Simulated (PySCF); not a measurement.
Species, as SMILES: C[SiH3] (CH3-SiH3).
Geometry (B3LYP-D3(BJ)/def2-TZVP, fixed):
```
Si
H 1 1.4834
H 1 1.4834 2 108.30
H 1 1.4834 2 108.30 3 -117.24
C 1 1.8761 2 110.62 4 -121.38
H 5 1.0915 1 110.87 2 60.00
H 5 1.0915 6 108.04 1 -121.68
H 5 1.0915 6 108.04 7 -116.65
```

How fast the mean static polarisability converges with the basis for several methods (PySCF): deviation from each method's own reference, in %. References: HF 40.41 bohr³, the value in aug-pcseg-2; PBE 45.08 bohr³, the value in aug-pcseg-2; PBE0 43.41 bohr³, the value in aug-pcseg-2. All functions are spherical. Density fitting with generated auxiliary sets. No added dispersion term, no relativity. 

```csv
basis,functions,HF,PBE,PBE0
def2-SVP,62,-14.9,-17.6,(withheld)
cc-pV(D+d)Z,67,-13.2,-16.2,(withheld)
def2-SVPD,92,-1.3,-2.1,(withheld)
def2-TZVP,104,-5.9,-7.1,(withheld)
aug-cc-pV(D+d)Z,109,0.6,-0.1,(withheld)
Sadlej pVTZ,110,0.8,0.4,(withheld)
aug-pcseg-2,234,0.0,0.0,(withheld)
aug-cc-pV(T+d)Z,239,0.4,0.3,(withheld)
cc-pV(Q+d)Z,299,-1.8,-2.9,(withheld)
def2-QZVPP,307,-1.4,-1.9,(withheld)
def2-QZVP,307,-1.4,-1.9,(withheld)
pcseg-3,322,-0.9,-1.1,(withheld)
```

Q: Complete the blanks.

A: 
- def2-SVP, PBE0: -16.2
- cc-pV(D+d)Z, PBE0: -14.8
- def2-SVPD, PBE0: -1.7
- def2-TZVP, PBE0: -6.4
- aug-cc-pV(D+d)Z, PBE0: 0.2
- Sadlej pVTZ, PBE0: 0.4
- aug-pcseg-2, PBE0: 0.0
- aug-cc-pV(T+d)Z, PBE0: 0.4
- cc-pV(Q+d)Z, PBE0: -2.3
- def2-QZVPP, PBE0: -1.5
- def2-QZVP, PBE0: -1.5
- pcseg-3, PBE0: -0.9

Mean absolute deviation over def2-TZVP, Sadlej pVTZ, aug-cc-pV(T+d)Z: HF 2.4, PBE0 2.4, PBE 2.6 %.
